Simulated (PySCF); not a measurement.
Job file and geometry (Å, from GFN2-xTB) of a spin–spin coupling run on SMILES [H]/N=C(\C)[C@H](C)F, C4H8FN, PySCF, B3LYP/pcJ-1 indirect spin-spin coupling, non-relativistic, gas phase; density fitting, a coarse starting grid and PySCF grid level 2 are the driver's defaults:

```
$ OMP_NUM_THREADS=1 python probes_run.py task.json out

{"job": {"kind": "j", "xc": "B3LYP", "basis": "pcJ-1"}, "charge": 0, "multiplicity": 1}
C     -1.706904    -0.237659    -0.101478
C     -0.461662     0.208919     0.600463
N     -0.342181     1.155424     1.419712
C      0.802730    -0.549004     0.258938
C      1.615655     0.202648    -0.789118
F      0.492685    -1.806563    -0.225539
H     -1.539762    -0.258666    -1.177098
H     -2.543614     0.419729     0.126117
H     -1.948562    -1.253194     0.210285
H     -1.198831     1.671652     1.609039
H      1.397274    -0.704520     1.166305
H      2.514356    -0.358840    -1.032003
H      1.888747     1.175034    -0.391912
H      1.029391     0.334568    -1.695878
```

Problem. Write the output of this run.

Solution. 
```
coarse grid: 11456 points
cycle   1  E = -311.7037331059  dE =  5.408e-01  |g| = 6.713e-01  |ddm| = 2.883e+00
cycle   2  E = -311.5993257044  dE =  1.044e-01  |g| = 1.024e+00  |ddm| = 1.416e+00
cycle   3  E = -311.7846615305  dE = -1.853e-01  |g| = 1.649e-01  |ddm| = 8.779e-01
cycle   4  E = -311.7902727954  dE = -5.611e-03  |g| = 6.111e-02  |ddm| = 1.553e-01
cycle   5  E = -311.7910100707  dE = -7.373e-04  |g| = 1.930e-02  |ddm| = 6.215e-02
cycle   6  E = -311.7910721315  dE = -6.206e-05  |g| = 3.986e-03  |ddm| = 1.791e-02
cycle   7  E = -311.7910749713  dE = -2.840e-06  |g| = 5.864e-04  |ddm| = 3.086e-03
final grid: 110408 points
cycle   8  E = -311.8408941670  dE = -1.225e-04  |g| = 7.804e-03  |ddm| = 2.020e-02
cycle   9  E = -311.8408848179  dE =  9.349e-06  |g| = 1.074e-02  |ddm| = 1.302e-02
cycle  10  E = -311.8409063595  dE = -2.154e-05  |g| = 1.116e-03  |ddm| = 7.694e-03
cycle  11  E = -311.8409065108  dE = -1.513e-07  |g| = 5.371e-04  |ddm| = 1.135e-03
cycle  12  E = -311.8409065607  dE = -4.989e-08  |g| = 1.131e-04  |ddm| = 4.028e-04
cycle  13  E = -311.8409065631  dE = -2.470e-09  |g| = 3.286e-05  |ddm| = 1.082e-04
cycle  14  E = -311.8409065634  dE = -2.094e-10  |g| = 6.545e-06  |ddm| = 2.783e-05
converged SCF energy = -311.8409065634

Indirect spin-spin couplings (Hz)
  i      j    bonds     total        FC       PSO       DSO        SD
  0 C    1 C    1     38.011    39.595    -1.841     0.256         -
  0 C    2 N    2      3.727     2.966     0.761     0.032    -0.032
  0 C    3 C    2      7.809     7.825    -0.039     0.022         -
  0 C    4 C    3      0.066     0.029     0.063    -0.025         -
  0 C    5 F    3      4.630     5.329    -0.953     0.112     0.144
  0 C    6 H    1    132.459   130.577     1.136     0.746         -
  0 C    7 H    1    135.566   133.758     1.108     0.700         -
  0 C    8 H    1    134.300   132.482     1.078     0.739         -
  0 C    9 H    3     10.466    10.740    -0.268    -0.006         -
  0 C   10 H    3      1.416     1.409     0.409    -0.402         -
  1 C    2 N    1     -7.519   -13.897     8.399    -0.072    -1.949
  1 C    3 C    1     55.576    56.862    -1.622     0.335         -
  1 C    4 C    2     -0.532    -0.364    -0.218     0.049         -
  1 C    5 F    2     25.443    26.342    -2.011     0.107     1.005
  1 C    6 H    2     -6.643    -6.551    -0.142     0.050         -
  1 C    7 H    2     -3.448    -3.062    -0.338    -0.047         -
  1 C    8 H    2     -7.614    -7.610    -0.065     0.061         -
  1 C    9 H    2     -6.854    -3.582    -2.664    -0.608         -
  1 C   10 H    2     -2.483    -2.327    -0.223     0.067         -
  1 C   11 H    3      7.712     7.726     0.356    -0.370         -
  1 C   12 H    3      0.421     0.450    -0.171     0.141         -
  1 C   13 H    3      3.407     3.360    -0.146     0.193         -
  2 N    3 C    2    -17.413   -17.654     0.270    -0.007    -0.023
  2 N    4 C    3     -0.690    -0.702     0.048     0.005    -0.041
  2 N    5 F    3     -5.534    -6.449     0.637     0.156     0.122
  2 N    6 H    3     -1.830    -1.943    -0.077     0.192    -0.001
  2 N    7 H    3     -0.830    -1.219     0.267     0.043     0.078
  2 N    8 H    3     -1.911    -1.963    -0.090     0.177    -0.035
  2 N    9 H    1    -54.658   -53.140    -1.207    -0.253    -0.058
  2 N   10 H    3     -1.532    -1.699     0.206    -0.037    -0.001
  2 N   12 H    4     -0.295    -0.334     0.126    -0.086    -0.002
  3 C    4 C    1     36.788    37.557    -1.023     0.253         -
  3 C    5 F    1   -222.652  -272.715    26.324     0.886    22.853
  3 C    6 H    3      0.782     0.808    -0.130     0.104         -
  3 C    7 H    3      4.147     4.165     0.365    -0.383         -
  3 C    8 H    3      0.469     0.497    -0.022    -0.006         -
  3 C    9 H    3     22.268    22.391     0.426    -0.549         -
  3 C   10 H    1    163.487   162.928    -0.723     1.282         -
  3 C   11 H    2     -5.778    -5.646    -0.121    -0.010         -
  3 C   12 H    2      1.217     1.168    -0.007     0.057         -
  3 C   13 H    2     -6.242    -6.128    -0.123     0.009         -
  4 C    5 F    2     21.478    22.317    -1.664    -0.054     0.879
  4 C    6 H    4     -0.830    -0.809    -0.132     0.111         -
  4 C    7 H    4     -0.215    -0.205     0.261    -0.270         -
  4 C    8 H    4     -1.085    -1.066     0.261    -0.280         -
  4 C    9 H    4     -1.527    -1.483     0.322    -0.367         -
  4 C   10 H    2     -1.576    -1.443    -0.009    -0.123         -
  4 C   11 H    1    136.402   134.662     1.040     0.699         -
  4 C   12 H    1    135.700   134.014     0.981     0.704         -
  4 C   13 H    1    133.155   131.342     1.069     0.744         -
  5 F    6 H    4      1.898     2.137    -0.663     0.572    -0.148
  5 F    7 H    4     12.325    11.909     1.762    -1.390     0.044
  5 F    8 H    4      5.584     6.216    -1.642     1.051    -0.041
  5 F    9 H    4      8.413     8.706     1.413    -1.693    -0.013
  5 F   10 H    2     59.303    55.228     8.654    -0.849    -3.729
  5 F   11 H    3      7.644     6.542     1.604    -0.128    -0.373
  5 F   12 H    3     51.124    52.563     0.849    -2.026    -0.261
  5 F   13 H    3      9.427     8.581     1.345    -0.174    -0.324
  6 H    7 H    2    -12.354   -12.488     2.694    -2.560         -
  6 H    8 H    2    -20.288   -20.482     2.406    -2.212         -
  6 H    9 H    4     -2.462    -2.309     1.218    -1.371         -
  6 H   10 H    4     -0.929    -0.809     1.770    -1.890         -
  6 H   11 H    5     -0.340    -0.274     0.685    -0.751         -
  6 H   13 H    5      0.169     0.027    -1.889     2.030         -
  7 H    8 H    2    -13.385   -13.521     2.690    -2.555         -
  7 H    9 H    4     -1.032    -0.938    -1.871     1.777         -
  7 H   10 H    4      0.184     0.278     1.673    -1.767         -
  7 H   11 H    5      0.318     0.395     1.361    -1.437         -
  8 H    9 H    4     -2.903    -2.758     1.045    -1.191         -
  8 H   10 H    4     -1.148    -1.034     0.895    -1.009         -
  8 H   11 H    5     -0.217    -0.116     1.177    -1.278         -
  9 H   10 H    4     -1.983    -1.816     1.913    -2.080         -
  9 H   11 H    5     -0.420    -0.293     1.603    -1.730         -
  9 H   13 H    5      0.329     0.450     1.008    -1.129         -
 10 H   11 H    3      5.349     5.421     0.176    -0.249         -
 10 H   12 H    3      2.162     2.200     0.169    -0.207         -
 10 H   13 H    3     13.892    14.023     2.651    -2.782         -
 11 H   12 H    2    -13.897   -14.012     2.761    -2.645         -
 11 H   13 H    2    -12.661   -12.792     2.590    -2.459         -
 12 H   13 H    2    -14.114   -14.241     2.617    -2.489         -
```

Size and cost of the density-fitted run: 242 basis functions, 42 s wall time on 1 thread of an Intel Xeon Platinum 8488C, shared host; peak memory 0.9 GiB.
